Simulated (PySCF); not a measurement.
# `N#N`, N$_{2}$

Molfile (atoms numbered from 1):
```
N2
     RDKit          3D

  2  1  0  0  0  0  0  0  0  0999 V2000
    0.2311   -0.1990    0.4494 N   0  0  0  0  0  0  0  0  0  0  0  0
   -0.2297    0.2001   -0.4635 N   0  0  0  0  0  0  0  0  0  0  0  0
  1  2  3  0
M  END
```

Theory: PySCF, GIAO PBE/aug-pcSseg-2 magnetisability, rotational g tensor and spin-rotation constants, non-relativistic, gas phase. Geometry: PBE0-D3(BJ)/def2-SVP.

How diamagnetic is it, and how anisotropic?

Isotropic -201 × 10⁻³⁰ J/T², or -12.1 × 10⁻⁶ cm³/mol; principal values -303, -150, -150 × 10⁻³⁰ J/T², anisotropy 153 × 10⁻³⁰ J/T² (root of half the summed squared differences of the principal values). The susceptibility is in cgs units.

Split it along the inertial axes a, b, c into diamagnetic and paramagnetic parts about the centre of mass, with the quadrupole moment.


| axis | χ (10⁻⁶ cm³/mol) | diamagnetic (10⁻⁶ cm³/mol) | paramagnetic (10⁻⁶ cm³/mol) | summed x² of all electrons (Å²) | quadrupole Θ (D Å) |
| --- | --- | --- | --- | --- | --- |
| a | -18.2 | -18.2 | 0.0 | 6.7 | -1.54 |
| b | -9.0 | -37.5 | 28.5 | 2.1 | +0.77 |
| c | -9.0 | -37.5 | 28.5 | 2.1 | +0.77 |

Anisotropies 2χaa − χbb − χcc = -18.5 and 2χbb − χaa − χcc = +9.2 × 10⁻⁶ cm³/mol. Θ is traceless in Buckingham's convention.

And the rotational g tensor?


| axis | rotational constant (GHz) | g | nuclear part | electronic part |
| --- | --- | --- | --- | --- |
| b | 59.9010 | -0.2979 | 0.5035 | -0.8015 |
| c | 59.9010 | -0.2979 | 0.5035 | -0.8015 |

Linear; isotopes 14N; no vibrational averaging.
